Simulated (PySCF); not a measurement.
## Basis-set dependence of population analyses: `C[C@@]12C[C@@H]1[C@H]2F`

Compound: C5H7F.
Cartesian coordinates in Å at the PBE0-D3(BJ)/def2-SVP level; atoms count from 1:
```
atom  x, y, z in Å
C1     0.935   -1.156    0.636
C2     0.071   -0.218   -0.128
C3    -1.398   -0.159   -0.360
C4    -0.687    1.021    0.210
C5     0.417    1.073   -0.777
F6     1.572    1.645   -0.348
H7     1.839   -0.635    0.983
H8     1.251   -2.009    0.014
H9     0.405   -1.556    1.514
H10   -1.807   -0.119   -1.382
H11   -2.010   -0.737    0.341
H12   -0.825    1.577    1.137
H13    0.252    1.277   -1.847
```

PBE0 throughout (PySCF), one geometry, spherical d and f functions. Isolated species at its PBE0-D3(BJ)/def2-SVP geometry, gas phase. Atoms taken as equivalent share a column and are averaged. The first 7 of 11 kinds of atom are listed.

Mulliken charges (e):

| basis | functions | C1 | C2 | C3 | C4 | C5 | F6 | H7/H8/H9 |
| --- | --- | --- | --- | --- | --- | --- | --- | --- |
| STO-3G | 37 | -0.236 | -0.036 | -0.153 | -0.132 | +0.038 | -0.101 | +0.091 |
| 6-31G | 68 | -0.515 | -0.002 | -0.364 | -0.149 | +0.128 | -0.337 | +0.180 |
| pcSseg-0 | 68 | -0.562 | -0.340 | -0.379 | -0.295 | +0.212 | -0.373 | +0.241 |
| 6-31G* | 98 | -0.573 | +0.075 | -0.413 | -0.186 | +0.178 | -0.342 | +0.188 |
| cc-pVDZ | 119 | -0.014 | -0.251 | +0.037 | -0.103 | +0.261 | -0.220 | +0.054 |
| def2-SVP | 119 | +0.070 | -0.300 | +0.001 | -0.102 | +0.252 | -0.252 | +0.047 |
| aug-cc-pVDZ | 201 | +0.167 | +0.168 | +0.817 | +0.365 | +1.108 | -0.595 | -0.030 |
| 6-311+G(2d,p) | 204 | -0.748 | +0.573 | -0.416 | -0.038 | +0.016 | -0.313 | +0.157 |
| def2-TZVP | 228 | -0.388 | -0.019 | -0.184 | -0.155 | +0.124 | -0.217 | +0.133 |
| cc-pVTZ | 278 | -0.270 | +0.037 | -0.248 | -0.125 | +0.120 | -0.213 | +0.104 |
| IGLO-III | 280 | -0.475 | +0.204 | -0.251 | -0.091 | +0.148 | -0.276 | +0.130 |
| pcSseg-2 | 314 | -0.041 | -0.138 | +0.005 | -0.153 | +0.317 | -0.298 | +0.038 |

IAO charges (e):

| basis | functions | C1 | C2 | C3 | C4 | C5 | F6 | H7/H8/H9 |
| --- | --- | --- | --- | --- | --- | --- | --- | --- |
| STO-3G | 37 | -0.404 | -0.037 | -0.254 | -0.166 | +0.030 | -0.123 | +0.144 |
| 6-31G | 68 | -0.440 | +0.003 | -0.285 | -0.180 | +0.132 | -0.292 | +0.157 |
| pcSseg-0 | 68 | -0.426 | -0.022 | -0.280 | -0.184 | +0.135 | -0.279 | +0.155 |
| 6-31G* | 98 | -0.421 | +0.001 | -0.270 | -0.177 | +0.171 | -0.300 | +0.149 |
| cc-pVDZ | 119 | -0.421 | +0.004 | -0.273 | -0.180 | +0.169 | -0.301 | +0.149 |
| def2-SVP | 119 | -0.412 | +0.004 | -0.265 | -0.174 | +0.172 | -0.303 | +0.146 |
| aug-cc-pVDZ | 201 | -0.431 | +0.006 | -0.280 | -0.183 | +0.169 | -0.315 | +0.154 |
| 6-311+G(2d,p) | 204 | -0.433 | +0.006 | -0.280 | -0.183 | +0.169 | -0.316 | +0.154 |
| def2-TZVP | 228 | -0.432 | +0.004 | -0.280 | -0.184 | +0.172 | -0.315 | +0.154 |
| cc-pVTZ | 278 | -0.433 | +0.005 | -0.281 | -0.184 | +0.172 | -0.313 | +0.154 |
| IGLO-III | 280 | -0.434 | +0.005 | -0.281 | -0.184 | +0.170 | -0.316 | +0.155 |
| pcSseg-2 | 314 | -0.433 | +0.005 | -0.280 | -0.184 | +0.172 | -0.316 | +0.154 |

Hirshfeld charges (e):

```csv
basis,functions,C1,C2,C3,C4,C5,F6,H7/H8/H9
STO-3G,37,-0.030,-0.031,-0.031,-0.069,+0.066,-0.068,+0.022
6-31G,68,-0.095,-0.009,-0.072,-0.072,+0.054,-0.120,+0.042
pcSseg-0,68,-0.102,-0.001,-0.073,-0.067,+0.055,-0.110,+0.041
6-31G*,98,-0.095,-0.010,-0.073,-0.070,+0.051,-0.110,+0.042
cc-pVDZ,119,-0.105,-0.008,-0.077,-0.070,+0.045,-0.096,+0.044
def2-SVP,119,-0.110,-0.004,-0.079,-0.069,+0.049,-0.103,+0.045
aug-cc-pVDZ,201,-0.116,-0.018,-0.086,-0.075,+0.043,-0.107,+0.049
"6-311+G(2d,p)",204,-0.108,-0.022,-0.081,-0.074,+0.044,-0.111,+0.048
def2-TZVP,228,-0.113,-0.016,-0.083,-0.074,+0.044,-0.107,+0.048
cc-pVTZ,278,-0.114,-0.013,-0.083,-0.073,+0.044,-0.103,+0.047
IGLO-III,280,-0.116,-0.017,-0.085,-0.075,+0.042,-0.107,+0.049
pcSseg-2,314,-0.117,-0.015,-0.086,-0.074,+0.043,-0.107,+0.049
```

ESP-fitted charges (e):

```tsv
basis	functions	C1	C2	C3	C4	C5	F6	H7/H8/H9
STO-3G	37	-0.466	+0.275	-0.525	-0.033	-0.182	-0.047	+0.133
6-31G	68	-0.425	+0.240	-0.561	-0.118	-0.001	-0.203	+0.131
pcSseg-0	68	-0.539	+0.276	-0.644	-0.131	-0.042	-0.189	+0.162
6-31G*	98	-0.504	+0.284	-0.539	-0.097	-0.096	-0.137	+0.146
cc-pVDZ	119	-0.431	+0.253	-0.511	-0.092	-0.064	-0.150	+0.128
def2-SVP	119	-0.418	+0.240	-0.509	-0.099	-0.041	-0.163	+0.126
aug-cc-pVDZ	201	-0.508	+0.276	-0.513	-0.119	-0.028	-0.183	+0.148
6-311+G(2d,p)	204	-0.537	+0.298	-0.535	-0.111	-0.051	-0.181	+0.155
def2-TZVP	228	-0.535	+0.301	-0.537	-0.105	-0.063	-0.170	+0.153
cc-pVTZ	278	-0.513	+0.284	-0.521	-0.105	-0.064	-0.162	+0.148
IGLO-III	280	-0.512	+0.281	-0.513	-0.111	-0.043	-0.178	+0.149
pcSseg-2	314	-0.514	+0.282	-0.530	-0.116	-0.030	-0.184	+0.149
```

Some averages cover members that differ in this geometry, most widely: H7/H8/H9, Mulliken in IGLO-III +0.117 to +0.143 e.

Which scheme is steadiest as the basis changes?

Largest range over the bases for any column: Hirshfeld 0.09 e, ESP-fitted 0.18 e, IAO 0.19 e, Mulliken 1.23 e. Hirshfeld charges move least and Mulliken charges most, counted in e. Without the minimal STO-3G basis the ranges are Hirshfeld 0.02, ESP-fitted 0.13, IAO 0.04, Mulliken 1.23 e.

How much do the charges still move between the two largest bases, IGLO-III and pcSseg-2?

At most, over all atoms: Mulliken 0.434 e, IAO 0.002 e, Hirshfeld 0.002 e, ESP-fitted 0.017 e.

What do the same runs give for the total energy, the frontier levels and the dipole moment?

| basis | energy (Eh) | HOMO (eV) | LUMO (eV) | μ (D) |
| --- | --- | --- | --- | --- |
| STO-3G | -290.3994 | -5.10 | 6.06 | 0.82 |
| 6-31G | -294.0887 | -7.02 | 2.92 | 1.71 |
| pcSseg-0 | -293.4780 | -7.43 | 2.48 | 1.68 |
| 6-31G* | -294.1729 | -6.90 | 3.02 | 1.38 |
| cc-pVDZ | -294.1952 | -7.01 | 2.20 | 1.40 |
| def2-SVP | -293.9673 | -7.11 | 2.18 | 1.46 |
| aug-cc-pVDZ | -294.2144 | -7.11 | 0.03 | 1.61 |
| 6-311+G(2d,p) | -294.2639 | -7.15 | 0.44 | 1.64 |
| def2-TZVP | -294.2912 | -7.12 | 1.52 | 1.54 |
| cc-pVTZ | -294.2815 | -7.10 | 1.48 | 1.49 |
| IGLO-III | -294.2966 | -7.14 | 0.95 | 1.59 |
| pcSseg-2 | -294.2918 | -7.14 | 0.77 | 1.60 |

The dipole is fixed by the density alone, so its range of 0.89 D shows that the density itself changes with the basis, not only its division among atoms.
